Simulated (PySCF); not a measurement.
C6H5 (charge +1).
Bonds: C1–C2, C2–C3 (triple), C3–C4, C4–C5 (double), C5–C6, C4–C6. Hydrogens: H7, H8, H9 on C1; H10 on C5; H11 on C6.

The same species was optimised twice, with GFN2-xTB and with PBE0-D3(BJ)/def2-SVP (PySCF), and the same property calculations (PySCF, gas phase) were run on both structures.

```tsv
coordinate	GFN2-xTB	PBE0-D3(BJ)/def2-SVP	change
C1–C2 (Å)	1.410	1.434	+0.024
C3–C4 (Å)	1.344	1.368	+0.024
C4–C6 (Å)	1.408	1.388	-0.020
C4–C5 (Å)	1.408	1.388	-0.020
C5–C6 (Å)	1.352	1.348	-0.004
C2≡C3 (Å)	1.222	1.223	+0.001
C5–C4–C6 (°)	57.4	58.1	+0.7
C1–C2–C3 (°)	179.9	179.5	-0.4
C3–C4–C6 (°)	151.3	150.9	-0.4
C4–C5–C6 (°)	61.3	60.9	-0.4
C4–C6–C5 (°)	61.3	60.9	-0.4
C3–C4–C5 (°)	151.3	151.0	-0.3
C2–C3–C4 (°)	179.8	179.7	-0.1
```

Rotational constants: A = 26137, B = 1581, C = 1504 MHz (GFN2-xTB) against A = 26025, B = 1563, C = 1488 MHz (PBE0-D3(BJ)/def2-SVP).

On the GFN2-xTB structure: lowest singlet, TDDFT (eV) 3.45 [PBE0/def2-SVPD]; lowest triplet, Tamm–Dancoff (eV) 3.13 [PBE0/def2-SVPD]; isotropic polarisability (au) 67.3 [PBE0/def2-SVPD]; HOMO (eV) -12.79 [PBE0/def2-SVPD]; LUMO (eV) -7.51 [PBE0/def2-SVPD].

Problem. What do these properties become on the PBE0-D3(BJ)/def2-SVP structure?

Solution. 
```tsv
property	level	on GFN2-xTB	on PBE0-D3(BJ)/def2-SVP	change
lowest singlet, TDDFT (eV)	PBE0/def2-SVPD	3.45	3.55	+0.10
lowest triplet, Tamm–Dancoff (eV)	PBE0/def2-SVPD	3.13	3.24	+0.11
isotropic polarisability (au)	PBE0/def2-SVPD	67.3	67.4	+0.1
HOMO (eV)	PBE0/def2-SVPD	-12.79	-12.79	0.00
LUMO (eV)	PBE0/def2-SVPD	-7.51	-7.42	+0.09
energy, GFN2-xTB geometry as zero (kcal/mol)	PBE0/def2-SVPD	0.0	-1.5	-1.5
```

The heavy atoms differ by 0.015 Å rms after alignment. Among bonds between heavy atoms C1–C2 and C3–C4 change most and about equally (+0.024 Å). Changes are differences of the printed values. Neither structure is proved a minimum here. Isolated species at its PBE0-D3(BJ)/def2-SVP geometry, gas phase.
